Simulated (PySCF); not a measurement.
How the method changes the constants of HCl

State: ¹Σ⁺ (singlet), closed shell. Set-up: basis H jorge-DZP-DKH, Cl jorge-DZP-DKH; spin-free X2C with a Gaussian nucleus; PySCF 2.14. De refers to H + Cl in their high-spin ground configurations, without counterpoise correction. A positive dipole means H(−)Cl(+).

| Level | Re (Å) | ωe (cm⁻¹) | De (eV) | μ (D) | CPU s a point (SCF and correlation, without the integrals) |
| --- | --- | --- | --- | --- | --- |
| RHF | 1.278 | 3120 | 3.21 | -1.44 | 0.015 |
| RHF-MP2 | 1.285 | 3042 | 4.21 | n/a | 0.022 |
| RHF-SCS-MP2 | 1.287 | 3021 | 4.20 | n/a | n/a |
| RHF-CCSD | 1.288 | 3001 | 4.19 | n/a | n/a |
| RHF-CCSD(T) | 1.290 | 2985 | 4.23 | n/a | 0.11 |
| LDA | 1.305 | 2853 | 5.06 | -1.47 | 0.15 |
| PBE | 1.303 | 2859 | 4.47 | -1.38 | 0.23 |
| r²SCAN | 1.293 | 2944 | 4.48 | -1.43 | 0.36 |
| r²SCANh | 1.290 | 2972 | 4.45 | -1.44 | 0.37 |
| PBE0 | 1.292 | 2969 | 4.41 | -1.41 | 0.38 |
| B97-3 | 1.293 | 2946 | 4.44 | -1.40 | 0.2 |
| CAM-B3LYP | 1.293 | 2950 | 4.40 | -1.41 | 0.31 |

The bond length runs from 1.278 Å (RHF) to 1.305 Å (LDA). De spans 3.21 eV (RHF, mean field) to 5.06 eV (LDA, local density). Correlation at CCSD(T) changes the Hartree–Fock bond energy by +1.02 eV; the triples alone change it by +0.04 eV.

Correlated steps freeze 5 core orbitals. Correlated levels converge slowly with the basis: in double zeta they bind strong bonds too weakly, by up to about 1 eV, and carry superposition errors of some tenths. Where the molecule has an RHF reference, its open-shell atoms are computed with UHF.

The whole job (state search and all levels along the bond) took about 0.53 min on 1 thread of Arm Neoverse V1 (shared host), peak memory 0.36 GiB.
